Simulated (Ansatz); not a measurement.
## NO⁺, triplet: the ladder up to full CI

Geometry: that of the NO⁺, singlet, kept fixed. The singlet lies 7.6 eV lower here.

```xyz
2

N     0.0000    0.0000    0.0000
O     0.0000    0.0000    1.0537
```

Basis 6-31G; Ansatz 0.2.0. Correlated methods freeze the noble-gas cores, which leaves 10 electrons in 16 orbitals. R marks a restricted (for open shells ROHF) determinant, U an unrestricted one. Active spaces: valence = (10e, 8o) chosen from the atoms' valence shells.

Full CI is exact within this basis and frozen core; it isn't the basis-set limit. The frozen core follows each run's orbitals, which can shift R against U totals by a few meV.

Unrestricted rows (U) aren't spin-pure: their determinants' ⟨S²⟩ exceeds S(S+1) by up to 0.26, so they mix in states of higher spin. For open shells CISD and CISDTQ are restricted-active-space CI with the open shells as a complete middle space.

The UHF ⟨S²⟩ is 2.264. The T1 diagnostic (RCCSD) is 0.0379 and the largest doubles amplitude (RCCSD) is 0.136. The T1 diagnostic (UCCSD) is 0.0658.

```
   level  E − E(RHF) (eV)
     UHF          -0.5532
    RMP2          -5.7226
    UMP2          -5.0204
   RCCSD          -5.8469
   UCCSD          -5.8902
RCCSD(T)          -6.0013
UCCSD(T)          -6.0046
```

**Question.** Estimate how far full CI in 6-31G lies from RCCSD(T). The table doesn't fix it; the size of (T) and the diagnostics are the guide.

**Answer.** Full CI in 6-31G lies 1.49 kcal/mol below RCCSD(T), which is 42 % of the (T) step (-3.56 kcal/mol). T1 is raised, a doubles amplitude is large, and the rest is a large part of (T). The miss exceeds 1 kcal/mol.

The other levels:

```csv
level,E − E(full CI) (kcal/mol),share of correlation (%),wall time
CISD,12.68,90.93,0.72 s
BCCD(T),1.44,98.97,0.87 s
RCCSDT,0.96,99.32,–
UCCSDT,0.89,99.36,–
CISDTQ,0.42,99.70,6 s
RCCSDT(Q),0.02,99.99,4.2 s
UCCSDT(Q),0.02,99.99,3.8 s
RCCSDTQ,0.09,99.94,41 s
UCCSDTQ,0.06,99.95,44 s
CASSCF (valence space),50.86,63.64,–
NEVPT2 (valence space),11.47,91.80,1.9 s
NEVPT4(SD) (valence space),1.38,99.02,2.7 s
MRCISD (valence space),1.86,98.67,–
MRCISD+Q (valence space),0.57,99.59,2.6 s
```

The correlation energy at full CI, counted from RHF, is -6.066 eV. That run took 44 s on 1 thread of Arm Neoverse V1, shared host over 4,769,856 determinants.

Times hold each run's SCF and search for its determinant on a shared host, so for small cases they say little of a method's own cost; they ran on 1 thread of Arm Neoverse V1.

The full-CI state has the irrep B1 of C2v, in the program's axes (one component, if the state is degenerate).

Natural occupations of full CI about the gap: 1.965 1.959 1.900 1.015 1.011 0.101 0.020 0.012 0.009 0.006; effectively unpaired electrons, Σ n²(2−n)², 2.09.
